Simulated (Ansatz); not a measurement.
**PH2+ (singlet): the correlation ladder at angle H2–P1–H3 = 138.5°, cc-pVDZ**

One table from this session's results is given with a row withheld; the runs are named, their logs left out.

The runs use Ansatz 0.2.0, Gaussian basis; cc-pVDZ, core rule «outside noble gas», up to 5 orbitals frozen.

The runs, in order: UHF; CCSD(T) on RHF; CCSD(T) on UHF; BCCD(T) on RHF; CISD; CCSDT(Q) on RHF; CCSDT(Q) on UHF; CCSDTQ on RHF; CASSCF and MRCISD+Q, 2 electrons in 2 orbitals; CASSCF and NEVPT2, 2 electrons in 2 orbitals; CASSCF and MRCISD+Q, 6 electrons in 6 orbitals; CASSCF and NEVPT2, 6 electrons in 6 orbitals; Full CI.

9 further runs of the same task are left out: 7 that didn't finish, 2 set aside as unsound or not needed.

## What is computed

The geometry derives from a PBE0/def2-TZVP stationary point (not a proven minimum). One angle is set to the value named; bond lengths are kept.

3 atoms, charge 1, spin multiplicity 1.

Atoms are counted from 1 here; the program's logs count them from 0.

Bond lengths: P1–H2 1.429 Å, P1–H3 1.429 Å. Angles: H2–P1–H3 138.5°.

Set-up of the first run:

File in.yaml:

```yaml
crystal:
  periodic: [false, false, false]
  atoms:
    - {symbol: P, position_ang: [0.000000, -0.030941, 0.000000]}
    - {symbol: H, position_ang: [0.000000, 0.475408, -1.336483]}
    - {symbol: H, position_ang: [0.000000, 0.475406, 1.336484]}
basis:
  gaussian: {orbitals: cc-pVDZ}
total_charge: 1
magnetization: {spin_polarized: true, initial_magnetization: 0}
hamiltonian: {xc: hf}
output: {orbitals: {seedname: orbitals}}
```

On the command line:

```console
> ansatz run in.yaml --threads 1 --pin off --events-out ev --progress --plain --max-ram 2393MiB
```

Among the steps run: UHF; CCSD(T) on RHF; CCSD(T) on UHF; BCCD(T) on RHF; CISD; CCSDT(Q) on RHF; CCSDT(Q) on UHF; CCSDTQ on RHF; CASSCF and MRCISD+Q, 2 electrons in 2 orbitals; CASSCF and NEVPT2, 2 electrons in 2 orbitals; CASSCF and MRCISD+Q, 6 electrons in 6 orbitals; CASSCF and NEVPT2, 6 electrons in 6 orbitals; Full CI.

One table of the session follows, with a row left open; its other results are not shown here.

It belongs to the step «Misses and costs». 

| method | from FCI (meV) |
| --- | --- |
| RHF | +3621.9 |
| RMP2 | +964.7 |
| CISD | +280.9 |
| RCCSD | +117.0 |
| RCCSD(T) | +33.8 |
| BCCD(T) | +34.0 |
| RCCSDT | +6.8 |
| RCCSDT(Q) | ? |
| RCCSDTQ | +0.1 |
| CASSCF pair | +2978.8 |
| NEVPT2 pair | +820.8 |
| MRCISD pair | +157.8 |
| MRCISD+Q pair | -25.2 |
| CASSCF valence | +1956.0 |
| NEVPT2 valence | +604.8 |
| MRCISD valence | +89.1 |
| MRCISD+Q valence | +18.8 |
| FCI | 0 |

Estimate the missing values for RCCSDT(Q).

**Answer.** from FCI (meV): +1.4. In the column «from FCI (meV)» it lies between RCCSDTQ (+0.1) and RCCSDT (+6.8).

Left out of the table: UHF, UMP2, UCCSD, UCCSD(T), UCCSDT, UCCSDT(Q) (another determinant or state than the rows shown).

Caveats from the session: MRCISD+Q pair falls below full CI: the +Q correction isn't variational, and the cores differ from full CI's.
